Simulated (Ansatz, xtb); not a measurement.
Redistribution: C2H2O + C2H8Si → C2H4Si + C2H6O

Species: C2H2O `C#CO`, singlet; C2H8Si `CC[SiH3]`, singlet; C2H4Si (ethynylsilane) `C#C[SiH3]`, singlet; C2H6O (ethanol) `CCO`, singlet. The partners trade OH for SiH3; both sit on C, so the bond types are kept.

Shapes, held fixed at every level: PBE0-D4/def2-TZVP. Flexible molecules stand in one conformer, not always the lowest. Programs: Ansatz 0.2.0, xtb 6.7.1. The zero-point and thermal change to 298 K, harmonic and unscaled (PBE0-D4/def2-TZVP), is +4.1 kJ/mol.

```tsv
level	kind	ΔH(298 K) (kJ/mol)	less CCSD(T)/CBS estimate
GFN0-xTB	semi-empirical	-25.5	+33.2
HF/def2-TZVPP	Hartree–Fock	-63.7	-5.0
B3LYP-D4/def2-TZVPP	global hybrid	-48.5	+10.2
wB97M-V/def2-TZVPP	range-separated hybrid	-48.4	+10.3
wB97X-V/def2-TZVPP	range-separated hybrid	-48.3	+10.4
MP2/def2-SVP	perturbation theory	-44.7	+14.0
CCSD/def2-SVP	coupled cluster or CI	-48.1	+10.6
CCSD(T)/CBS estimate	coupled cluster or CI	-58.7	0.0
```

The highest level, CCSD(T)/CBS estimate, gives ΔH(298 K) = -58.7 kJ/mol; the levels span -63.7 to -25.5. The column of differences is taken from that level and isn't an error. No measured value is set beside it here. The CBS estimate extrapolates MP2 from def2-TZVPP and def2-QZVPP and adds CCSD(T) − MP2 in the triple-zeta set, cores frozen.
